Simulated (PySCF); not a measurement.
# The bond of AlO, level by level

One job finds the state of AlO, follows it along the bond with each method and fits the curves.

Method: Al def2-TZVPP, O def2-TZVPP, no relativity; program: PySCF 2.14.0.

## (1) The job

Settings of the job:

```yaml
atoms: Al, O
charge: 0
basis: Al def2-TZVPP, O def2-TZVPP
Hamiltonian: no relativity
basis_functions: 73
electrons_treated: 21
masses_in_u: 26.9815, 15.9949
levels: PBE0, PBE, r²SCAN, TPSSh, TPSS, LDA, M06, ωB97M-V, HF, MP2, SCS-MP2, CCSD, CCSD(T)
grid: 80 radial by 434 angular points
occupations: held fixed by the projection of orbital angular momentum
dissociation_limit: Al + O, each in its ground configuration
starting_distance_in_angstrom: 1.795
values_of_2S_to_try: 1, 3
```

Further steps of the session: The PBE0 curve of the state that the search chose; Other states along the same grid; PBE; r²SCAN (meta-GGA); TPSSh (hybrid meta-GGA); TPSS (meta-GGA); LDA (local density); M06; ωB97M-V (range-separated hybrid); ROHF (mean field); Adding correlation.

Before running it: what results should come out? Wanted: for each run, Re; ωe; De; μ.

The runs gave:

Lowest PBE0 solution found, without spin–orbit coupling: ²Σ⁺ (doublet), unpaired electrons σ ↑. State 2 has its PBE0 minimum 0.54 eV higher. State 3 has its PBE0 minimum 3.27 eV higher. The other levels ran on the lowest alone.

| level | Re (Å) | ωe (cm⁻¹) | De (eV) | μ (D) |
| --- | --- | --- | --- | --- |
| LDA | 1.613 | 1001 | 6.64 | -4.11 |
| PBE | 1.633 | 957 | 5.70 | -4.00 |
| TPSS | 1.629 | 966 | 5.38 | -4.04 |
| r²SCAN | 1.619 | 989 | 5.44 | -4.21 |
| TPSSh | 1.623 | 971 | 5.14 | -4.13 |
| PBE0 | 1.618 | 967 | 5.05 | -4.21 |
| M06 | 1.614 | 954 | 5.15 | -4.20 |
| ωB97M-V | 1.623 | 938 | 5.19 | -4.35 |

De is counted to Al + O in their ground configurations. A positive dipole means Al(−)O(+). No constants: ROHF (the points don't follow one smooth fit); ROHF-MP2 (the points don't follow one smooth fit); ROHF-SCS-MP2 (the points don't follow one smooth fit); ROHF-CCSD (the points don't follow one smooth fit); ROHF-CCSD(T) (the points don't follow one smooth fit).

Bond lengths run from 1.613 Å (LDA) to 1.633 Å (PBE). Of the levels with a De here, PBE0 gives the least (5.05 eV) and LDA the most (6.64 eV).

Correlated steps freeze 6 core orbitals. T1 is 0.044 near the minimum (highest on the curve 0.118), which may point to more than one leading configuration.
